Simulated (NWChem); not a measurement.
Species: C4H6 cation, doublet; SMILES of the neutral closed-shell parent C(C=C)=C

```xyz
10

C     -0.1139     1.8569     0.0000
C      0.4140     0.5710     0.0000
C     -0.4140    -0.5710     0.0000
C      0.1139    -1.8569     0.0000
H     -1.1885     2.0261     0.0000
H      0.5327     2.7301     0.0000
H      1.4946     0.4401     0.0000
H     -1.4946    -0.4401     0.0000
H     -0.5327    -2.7301     0.0000
H      1.1885    -2.0261     0.0000
```
Atoms are numbered in this order, from 1.

Results from NWChem. Pople sets run with spherical d functions. Spin-unrestricted. Medium grid unless said otherwise, to which SCAN and Minnesota functionals are sensitive. In the optimisation the excess spin sits in ag (Ci, its own frame). Coordinates come from a B3LYP/6-31G* (spherical d), spin-unrestricted optimisation. The spin multiplicity was typed, not searched, and may not be the lowest. No stability test was run on the SCF state. Total energies of different functionals are on different scales.

| level | energy (Ha) | highest occupied level (eV) | lowest empty minus highest occupied level, either spin (eV) | <S²> |
|---|---|---|---|---|
| B3LYP/6-31G* | -155.6778 | -13.38 | 2.71 | 0.771 |
| PBE/6-31G* | -155.4521 | -12.64 | 1.16 | 0.760 |
| LC-wPBE (HJS exchange hole, range parameter 0.4 per bohr)/6-31G* | -155.5353 | -16.44 | 8.35 | 0.827 |
| LRC-wPBEh/6-31G* | -155.5007 | -15.56 | 6.85 | 0.795 |
| LDA (Slater exchange, PW92)/6-31G* | -154.1663 | -12.68 | 0.81 | 0.754 |
| revPBE/6-31G* | -155.6313 | -12.60 | 1.22 | 0.761 |
| TPSS/6-31G* | -155.7088 | -12.66 | 1.40 | 0.765 |
| r2SCAN/6-31G* | -155.5682 | -13.05 | 1.92 | 0.781 |
| N12/6-31G* | -155.6657 | -12.34 | 1.15 | 0.761 |
| PBE0/6-31G* | -155.4745 | -13.73 | 3.31 | 0.781 |
